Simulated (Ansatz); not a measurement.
Geometry optimisation, RKS B3LYP/cc-pVDZ (Ansatz).

input.yaml

```yaml
crystal:
  periodic: [false, false, false]
  atoms:
    - { symbol: Si, position_ang: [0.44323, -0.270146, -0.470141] }
    - { symbol: "N", position_ang: [-0.263962, -0.182078, 2.467] }
    - { symbol: H, position_ang: [-1.113816, -0.451127, 2.969246] }
    - { symbol: H, position_ang: [0.176208, 0.536261, 3.047793] }
    - { symbol: H, position_ang: [0.834118, -0.327099, -1.913071] }
    - { symbol: H, position_ang: [0.653826, 1.110401, 0.033202] }
    - { symbol: H, position_ang: [-0.945159, -0.774981, -0.323463] }
    - { symbol: Cl, position_ang: [1.801741, -1.607669, 0.474352] }
    - { symbol: H, position_ang: [0.371013, -1.003462, 2.528381] }
basis:
  gaussian: { orbitals: cc-pVDZ }
hamiltonian:
  xc: b3lyp
relax:
  f_tol: 0.03
  max_steps: 50
```

Run as:

```bash
$ ansatz run input.yaml --threads 1 --pin off --max-ram 2048MiB --backend cpu --events-out ev --progress --plain --runs-dir out
```

Where does it end, and by what steps?

The forces met the threshold. After 6 steps the energy has fallen by 0.030 eV; H9 moved furthest, 0.27 Å.

```json
{"step": "0", "energy less start (eV)": "0.0000", "largest force component (eV/Å)": "0.529", "accepted": "yes"}
{"step": "1", "energy less start (eV)": "-0.0227", "largest force component (eV/Å)": "0.327", "accepted": "yes"}
{"step": "2", "energy less start (eV)": "-0.0262", "largest force component (eV/Å)": "0.303", "accepted": "yes"}
{"step": "3", "energy less start (eV)": "-0.0278", "largest force component (eV/Å)": "0.257", "accepted": "yes"}
{"step": "4", "energy less start (eV)": "-0.0285", "largest force component (eV/Å)": "0.075", "accepted": "yes"}
{"step": "5", "energy less start (eV)": "-0.0292", "largest force component (eV/Å)": "0.072", "accepted": "yes"}
{"step": "6", "energy less start (eV)": "-0.0303", "largest force component (eV/Å)": "0.009", "accepted": "yes"}
```

```xyz
9
Properties=species:S:1:pos:R:3
Si 0.476 -0.282 -0.529
N -0.250 -0.209 2.534
H -1.183 -0.339 2.936
H 0.183 0.532 3.093
H 0.777 -0.287 -1.994
H 0.670 1.090 0.006
H -0.891 -0.823 -0.313
Cl 1.908 -1.592 0.309
H 0.270 -1.059 2.771
```

The run took 24 s on 1 thread of Arm Neoverse V1, with other jobs on the host, peak memory 0.15 GiB.
